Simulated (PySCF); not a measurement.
Isomers of C4H5PS.

All values: PBE0/pcSseg-1 (PySCF) at GFN2-xTB geometries, gas phase, one conformer each.

Question: Rank by the lowest IAO charge on any atom, highest value first.
A. `[PH2:1][c:2]1[cH:3][cH:4][s:5][cH:6]1` with H–P1–C2–C3 -69° and -162°
B. `Cc1pccs1`
C. `C#CP1(=S)CC1`
D. `S=[PH]1C=CC=C1`

Answer: A (-0.330 e), B (-0.420 e), C (-0.521 e), D (-0.561 e).

Question: Rank by dipole moment, highest first.
A. `C#CP1(=S)CC1`
B. `[PH2:1][c:2]1[cH:3][cH:4][s:5][cH:6]1` with H–P1–C2–C3 -69° and -162°
C. `S=[PH]1C=CC=C1`
D. `Cc1cpcs1`
E. `Cc1cscp1`

Answer: C (4.57 D), A (4.31 D), D (1.88 D), E (1.24 D), B (0.79 D).

Question: Rank by the highest Hirshfeld charge on any atom, highest value first.
A. `Cc1cscp1`
B. `S=[PH]1C=CC=C1`
C. `C#CP1(=S)CC1`
D. `[PH2:1][c:2]1[cH:3][cH:4][s:5][cH:6]1` with H–P1–C2–C3 -69° and -162°

Answer: C (+0.320 e), B (+0.305 e), A (+0.117 e), D (+0.104 e).

All values together:

```csv
SMILES,μ (D),HOMO (eV),LUMO (eV),lowest IAO charge (e),highest IAO charge (e),lowest Hirshfeld charge (e),highest Hirshfeld charge (e)
Cc1pccs1,1.11,-6.75,-1.25,-0.420 (C),+0.354 (S),-0.130 (C),+0.115 (S)
Pc1ccsc1,0.79,-6.70,-0.56,-0.330 (C),+0.344 (S),-0.092 (C),+0.104 (S)
S=[PH]1C=CC=C1,4.57,-6.67,-2.37,-0.561 (S),+0.961 (P),-0.318 (S),+0.305 (P)
Cc1cpcs1,1.88,-6.76,-1.28,-0.573 (C),+0.357 (S),-0.148 (C),+0.116 (S)
C#CP1(=S)CC1,4.31,-6.52,-0.83,-0.521 (S),+1.038 (P),-0.291 (S),+0.320 (P)
Cc1cscp1,1.24,-6.92,-1.29,-0.568 (C),+0.383 (S),-0.144 (C),+0.117 (S)
```

Conformers: `[PH2:1][c:2]1[cH:3][cH:4][s:5][cH:6]1` with H–P1–C2–C3 -69° and -162°.
